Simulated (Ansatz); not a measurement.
**MgF (doublet): from Hartree-Fock to the top rungs at distance F1–Mg2 = 1.599 Å, 6-31G**

Aim: climb from Hartree-Fock through coupled cluster and multireference methods for MgF (doublet) at one geometry and basis, and see what each rung misses.

Program: Ansatz 0.2.0, Gaussian basis. Level of theory: 6-31G, core rule «outside noble gas», up to 6 orbitals frozen. These are calculated values, not measurements.

Plan: UHF; CCSD(T) on ROHF; CCSD(T) on UHF; BCCD(T) on ROHF; CISD as a restricted active space (open shells left free, so some higher excitations enter); CCSDT(Q) on ROHF; CCSDT(Q) on UHF; CISDTQ; CCSDTQ on ROHF; CCSDTQ on UHF; CASSCF and MRCISD+Q, 3 electrons in 3 orbitals; CASSCF and NEVPT2, 3 electrons in 3 orbitals; Full CI.

28 further runs of the same task are left out: 14 for a known fault of the program, 9 that didn't finish, 5 set aside as unsound or not needed. Runs told in other sessions of the task aren't counted.

## 1. The geometry

The geometry derives from a PBE0/def2-TZVP stationary point (not a proven minimum). One bond is set to the value named and the two fragments are kept rigid.

2 atoms, charge 0, spin multiplicity 2.

Atoms are counted from 1 here; the program's logs count them from 0.

Bond lengths: F1–Mg2 1.599 Å.

As a file:

```xyz
2
FMg
F     0.0000    0.0000    0.0000
Mg    0.0000    0.0000    1.5990
```

## 2. UHF

The input, in.yaml:

```yaml
crystal:
  periodic: [false, false, false]
  atoms:
    - {symbol: F, position_ang: [0.000000, 0.000000, 0.000000]}
    - {symbol: Mg, position_ang: [0.000000, 0.000000, 1.599000]}
basis:
  gaussian: {orbitals: 6-31G}
magnetization: {spin_polarized: true, initial_magnetization: 1}
hamiltonian: {xc: hf}
output: {orbitals: {seedname: orbitals}}
```

Command:

```sh
$ ansatz run in.yaml --threads 1 --pin off --events-out ev --progress --plain --max-ram 2393MiB
```

After this run come: CCSD(T) on ROHF; CCSD(T) on UHF; BCCD(T) on ROHF; CISD as a restricted active space (open shells left free, so some higher excitations enter); CCSDT(Q) on ROHF; CCSDT(Q) on UHF; CISDTQ; CCSDTQ on ROHF; CCSDTQ on UHF; CASSCF and MRCISD+Q, 3 electrons in 3 orbitals; CASSCF and NEVPT2, 3 electrons in 3 orbitals; Full CI.

Q: Predict the results of all the runs planned. Wanted: FCI from the RHF energy; RMP2 from FCI; UMP2 from FCI; RCCSD from FCI; RCCSD(T) from FCI; UCCSD(T) from FCI; RCCSDT(Q) from FCI; UCCSDT(Q) from FCI; NEVPT2 pair from FCI.

The runs gave:

```
                         quantity                                                                                             value
          FCI from the ROHF energy                                                                                        -3.6437 eV
                    RMP2 from FCI                                                                                    +1.42 kcal/mol
                    UMP2 from FCI                                                                                    +1.32 kcal/mol
                   RCCSD from FCI                                                                                    +1.19 kcal/mol
                RCCSD(T) from FCI                                                                                    +0.31 kcal/mol
                UCCSD(T) from FCI                                                                                    +0.29 kcal/mol
               RCCSDT(Q) from FCI                                                                                     0.00 kcal/mol
               UCCSDT(Q) from FCI                                                                                    -0.05 kcal/mol
             NEVPT2 pair from FCI                                                                                    +0.26 kcal/mol
           MRCISD+Q pair from FCI                                                                                    +1.13 kcal/mol
levels within 1 kcal/mol (43 meV)  RCCSD(T), UCCSD(T), BCCD(T), RCCSDT, UCCSDT, RCCSDT(Q), UCCSDT(Q), RCCSDTQ, UCCSDTQ, NEVPT2 pair
                    T1 diagnostic                                                                                             0.020
   effectively unpaired electrons                                                                                              1.01
```

In words: RCCSD(T) misses by +0.31 kcal/mol, 0.4 % of the correlation energy. UCCSDT(Q) falls below full CI: unrestricted runs freeze a spin-polarised core, another one than full CI's, and coupled cluster isn't variational. One determinant dominates. Of the multireference levels listed NEVPT2 pair comes nearest in total energy (+0.26 kcal/mol), which doesn't show that its space is the better one. These misses are within one basis, not against nature; the frozen cores of restricted and unrestricted runs differ, which can shift their rows.

Levels on UHF freeze UHF's core orbitals, full CI those of ROHF, so the U rows can settle a little off it for that reason alone.
